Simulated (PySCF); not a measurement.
# Basis-set dependence of population analyses: `C[C@H](F)CF`

C3H6F2.
Structure used (PBE0-D3(BJ)/def2-SVP), in Å, numbered top down from 1:
```xyz
11
C3H6F2 angstrom
C      1.163    0.303   -0.514
C      0.082   -0.575    0.072
F     -0.296   -1.513   -0.866
C     -1.139    0.205    0.490
F     -2.019   -0.597    1.162
H      0.774    0.890   -1.360
H      1.567    0.995    0.239
H      1.986   -0.324   -0.884
H      0.459   -1.125    0.953
H     -1.637    0.614   -0.407
H     -0.841    1.042    1.145
```

PBE0 throughout (PySCF), one geometry, spherical d and f functions. One conformer (not necessarily the lowest) at the PBE0-D3(BJ)/def2-SVP geometry, without solvent, vibrations or thermal averaging. Atoms taken as equivalent share a column and are averaged. The first 7 of 9 kinds of atom are listed.

Mulliken charges (e):

```tsv
basis	functions	C1	C2	F3	C4	F5	H6/H7/H8	H9
STO-3G	31	-0.246	+0.036	-0.119	-0.047	-0.111	+0.086	+0.076
6-31G	57	-0.530	+0.123	-0.342	+0.019	-0.338	+0.185	+0.180
pcSseg-0	57	-0.676	-0.001	-0.384	-0.005	-0.384	+0.248	+0.250
6-31G*	82	-0.581	+0.187	-0.348	+0.028	-0.336	+0.190	+0.164
def2-SVP	100	-0.102	+0.115	-0.275	+0.254	-0.271	+0.057	+0.041
cc-pVDZ	100	-0.094	+0.081	-0.241	+0.220	-0.237	+0.056	+0.034
pcSseg-1	115	-0.302	+0.072	-0.332	+0.183	-0.328	+0.128	+0.113
aug-cc-pVDZ	169	+0.332	+0.716	-0.541	+0.853	-0.450	-0.084	-0.262
6-311+G(2d,p)	171	-0.471	+0.167	-0.258	-0.072	-0.273	+0.160	+0.127
def2-TZVP	191	-0.382	+0.122	-0.222	+0.028	-0.218	+0.131	+0.082
cc-pVTZ	234	-0.310	+0.157	-0.227	+0.128	-0.215	+0.103	+0.058
IGLO-III	235	-0.372	+0.128	-0.265	+0.032	-0.266	+0.130	+0.122
```

IAO charges (e):

```json
{"basis": "STO-3G", "functions": "31", "C1": "-0.412", "C2": "+0.013", "F3": "-0.142", "C4": "-0.109", "F5": "-0.136", "H6/H7/H8": "+0.140", "H9": "+0.123"}
{"basis": "6-31G", "functions": "57", "C1": "-0.456", "C2": "+0.144", "F3": "-0.309", "C4": "-0.006", "F5": "-0.296", "H6/H7/H8": "+0.159", "H9": "+0.150"}
{"basis": "pcSseg-0", "functions": "57", "C1": "-0.450", "C2": "+0.130", "F3": "-0.298", "C4": "-0.006", "F5": "-0.287", "H6/H7/H8": "+0.157", "H9": "+0.150"}
{"basis": "6-31G*", "functions": "82", "C1": "-0.437", "C2": "+0.174", "F3": "-0.318", "C4": "+0.033", "F5": "-0.306", "H6/H7/H8": "+0.150", "H9": "+0.136"}
{"basis": "def2-SVP", "functions": "100", "C1": "-0.425", "C2": "+0.177", "F3": "-0.322", "C4": "+0.037", "F5": "-0.309", "H6/H7/H8": "+0.147", "H9": "+0.135"}
{"basis": "cc-pVDZ", "functions": "100", "C1": "-0.436", "C2": "+0.176", "F3": "-0.320", "C4": "+0.032", "F5": "-0.308", "H6/H7/H8": "+0.149", "H9": "+0.137"}
{"basis": "pcSseg-1", "functions": "115", "C1": "-0.434", "C2": "+0.176", "F3": "-0.328", "C4": "+0.034", "F5": "-0.316", "H6/H7/H8": "+0.150", "H9": "+0.140"}
{"basis": "aug-cc-pVDZ", "functions": "169", "C1": "-0.444", "C2": "+0.177", "F3": "-0.335", "C4": "+0.032", "F5": "-0.324", "H6/H7/H8": "+0.154", "H9": "+0.144"}
{"basis": "6-311+G(2d,p)", "functions": "171", "C1": "-0.446", "C2": "+0.175", "F3": "-0.336", "C4": "+0.030", "F5": "-0.324", "H6/H7/H8": "+0.155", "H9": "+0.145"}
{"basis": "def2-TZVP", "functions": "191", "C1": "-0.446", "C2": "+0.179", "F3": "-0.335", "C4": "+0.034", "F5": "-0.323", "H6/H7/H8": "+0.155", "H9": "+0.143"}
{"basis": "cc-pVTZ", "functions": "234", "C1": "-0.448", "C2": "+0.178", "F3": "-0.332", "C4": "+0.032", "F5": "-0.321", "H6/H7/H8": "+0.155", "H9": "+0.142"}
{"basis": "IGLO-III", "functions": "235", "C1": "-0.447", "C2": "+0.177", "F3": "-0.336", "C4": "+0.031", "F5": "-0.325", "H6/H7/H8": "+0.155", "H9": "+0.145"}
```

Hirshfeld charges (e):

| basis | functions | C1 | C2 | F3 | C4 | F5 | H6/H7/H8 | H9 |
| --- | --- | --- | --- | --- | --- | --- | --- | --- |
| STO-3G | 31 | -0.050 | +0.080 | -0.091 | +0.053 | -0.081 | +0.019 | +0.009 |
| 6-31G | 57 | -0.104 | +0.071 | -0.135 | +0.030 | -0.130 | +0.045 | +0.042 |
| pcSseg-0 | 57 | -0.108 | +0.074 | -0.127 | +0.028 | -0.122 | +0.045 | +0.038 |
| 6-31G* | 82 | -0.105 | +0.065 | -0.124 | +0.026 | -0.119 | +0.044 | +0.040 |
| def2-SVP | 100 | -0.118 | +0.060 | -0.116 | +0.016 | -0.114 | +0.047 | +0.041 |
| cc-pVDZ | 100 | -0.116 | +0.056 | -0.110 | +0.013 | -0.107 | +0.046 | +0.040 |
| pcSseg-1 | 115 | -0.120 | +0.057 | -0.118 | +0.016 | -0.118 | +0.049 | +0.043 |
| aug-cc-pVDZ | 169 | -0.127 | +0.047 | -0.118 | +0.008 | -0.118 | +0.052 | +0.049 |
| 6-311+G(2d,p) | 171 | -0.119 | +0.048 | -0.123 | +0.013 | -0.122 | +0.051 | +0.048 |
| def2-TZVP | 191 | -0.122 | +0.049 | -0.118 | +0.010 | -0.117 | +0.051 | +0.047 |
| cc-pVTZ | 234 | -0.124 | +0.050 | -0.115 | +0.009 | -0.114 | +0.051 | +0.045 |
| IGLO-III | 235 | -0.127 | +0.047 | -0.118 | +0.008 | -0.118 | +0.052 | +0.048 |

Some averages cover members that differ in this geometry, most widely: H6/H7/H8, Mulliken in aug-cc-pVDZ -0.112 to -0.058; H6/H7/H8, Mulliken in 6-31G +0.173 to +0.200 e.

**Question.** Which scheme is steadiest as the basis changes?

**Answer.** Largest range over the bases for any column: Hirshfeld 0.08 e, IAO 0.19 e, Mulliken 1.01 e. Hirshfeld charges move least and Mulliken charges most, counted in e. Without the minimal STO-3G basis the ranges are Hirshfeld 0.03, IAO 0.05, Mulliken 1.01 e.

**Question.** How much do the charges still move between the two largest bases, cc-pVTZ and IGLO-III?

**Answer.** At most, over all atoms: Mulliken 0.096 e, IAO 0.004 e, Hirshfeld 0.004 e.

**Question.** What do the same runs give for the total energy, the frontier levels and the dipole moment?

**Answer.** 
```csv
basis,energy (Eh),HOMO (eV),LUMO (eV),μ (D)
STO-3G,-312.9913,-4.69,8.28,1.55
6-31G,-317.1943,-8.99,2.55,3.17
pcSseg-0,-316.5341,-9.02,1.97,3.22
6-31G*,-317.2622,-8.83,2.72,2.59
def2-SVP,-317.0341,-9.05,1.72,2.77
cc-pVDZ,-317.2868,-8.93,1.79,2.65
pcSseg-1,-317.2454,-9.19,1.32,2.93
aug-cc-pVDZ,-317.3181,-9.25,-0.13,2.91
"6-311+G(2d,p)",-317.3790,-9.29,0.27,2.98
def2-TZVP,-317.4085,-9.21,1.13,2.83
cc-pVTZ,-317.3938,-9.15,1.14,2.74
IGLO-III,-317.4163,-9.26,0.69,2.89
```

The dipole is fixed by the density alone, so its range of 1.67 D shows that the density itself changes with the basis, not only its division among atoms.
